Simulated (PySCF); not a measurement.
Predicted microwave data (wB97X-D/def2-SVPD in PySCF (dipole) on a GFN2-xTB geometry, gas phase) for one isomer of C6H12:

```
Rotational constants : A = 6145, B = 3018, C = 2289 MHz
Dipole components    : |μa| = 0.03 D, |μb| = 0.03 D, |μc| = 0.10 D
Inertial defect      : -28.89 u·Å²
κ                    : -0.62
```

Task: Which candidate fits, each taken in the one conformer that was computed?
A. `[CH3:1][CH:2]1[CH2:3][CH2:4][CH2:5][CH2:6]1` with C1–C2–C3–C4 136°, C2–C3–C4–C5 13°, C3–C4–C5–C6 -34°, C4–C5–C6–C2 42°
B. `[CH2:1]=[C:2]([CH3:3])[CH2:4][CH2:5][CH3:6]` with C1–C2–C4–C5 -110°, C2–C4–C5–C6 62° (2-methyl-1-pentene)

Result: A. It is CC1CCCC1, an asymmetric top, point group C1. The candidates at the same level (rigid rotor, commonest isotopes):

```tsv
SMILES	A (MHz)	B (MHz)	C (MHz)	μa (D)	μb (D)	μc (D)	Δ (u·Å²)	point group	rotor
C=C(C)CCC	5039	2388	2112	0.23	0.51	0.00	-72.70	C1	asymmetric top
CC1CCCC1	6145	3018	2289	0.03	0.03	0.10	-28.89	C1	asymmetric top
```

`C=C(C)CCC` has B 21 % too low. No structure here is proved a minimum.
